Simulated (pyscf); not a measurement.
PySCF, gas phase, ωB97X-D3(BJ)/def2-SVP geometries. MP2 and CC: frozen core, UHF for open shells. ΔMP2 is the change of the MP2 total energy from the triple- to the quadruple-zeta basis.

SMILES: F[Si]([SiH])(F)F
```xyz
6

F      1.5469     0.9678    -0.6225
Si     0.0444     0.8333    -0.0457
F      0.0127     1.5165     1.4180
F     -0.8726     1.7664    -0.9905
Si    -0.6467    -1.4227     0.0898
H      0.5927    -1.6671     0.9427
```

Question: How much does it cost (ΔH, 298 K, CCSD(T)/def2-TZVPP + ΔMP2(QZVPP)) to split F–Si(F)(F)–SiH: [singlet] at its F–Si bond into F• + [F–Si(F)=SiH]•?

Answer: F–Si to F• + [F–Si(F)=SiH]•: 582.3 kJ/mol. The radicals are drawn with the spin at the cut bond; how far it spreads was not checked. Other isomers of F–Si(F)(F)–SiH: [singlet], [F–Si(F)=SiH]• were not searched in full and may lie lower. The CCSD(T) − MP2 part came from Ansatz, without density fitting, on the same reference. Left out: the spin-orbit lowering of F.
